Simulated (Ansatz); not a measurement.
Predict the output of the script below (the Python package of Ansatz (0.2.0)).

The script, `fh_cas.py`:
```python
"""Static correlation in FH: natural occupations of an active space."""

import ansatz
from ase import Atoms

atoms = Atoms(["F", "H"], positions=[
    [-0.39537, 0.14653, -0.19903],
    [0.39537, -0.14653, 0.19903],
])
mol = ansatz.Crystal.molecule_from_ase(atoms)

job = (
    mol.calculation()
    .basis(gaussian="def2-SVP")
    .correlation(active_electrons=4, active_orbitals=4)
)
for method in ["sc_nevpt2"]:
    summary = (job if method is None else job.correlation(method)).run(threads=1, backend="cpu").report
    space = summary["configurations"]
    state = space["states"][0]
    print(method or "casscf", f"total {summary['free_energy_ev'] / 27.211386246:.6f} Ha, active-space state {state['energy']['hartree']:.6f} Ha, mean field {summary['reference_energy_ev'] / 27.211386246:.6f} Ha")
    print("  determinants", state["n_determinants"], " natural occupations", [round(n, 3) for n in space["natural_occupations"]])
print("effectively unpaired electrons, sum of min(n, 2 - n):", round(sum(min(n, 2 - n) for n in space["natural_occupations"]), 3))
```

```console
$ python fh_cas.py
sc_nevpt2 total -100.126886 Ha, active-space state -99.982622 Ha, mean field -99.931598 Ha
  determinants 20  natural occupations [1.989, 1.977, 0.023, 0.011]
effectively unpaired electrons, sum of min(n, 2 - n): 0.069
```

Caveats:
- The settings weren't tested for convergence.
- The geometry is a force-field or estimated start, not a minimum of this method, and the basis set is short of its limit. The active space starts as a window about the frontier orbitals and is then optimised, not chosen by chemistry.
- Finished in 0.5 s on 1 thread of Arm Neoverse V2, with other jobs on the host, peak memory 0.13 GiB.
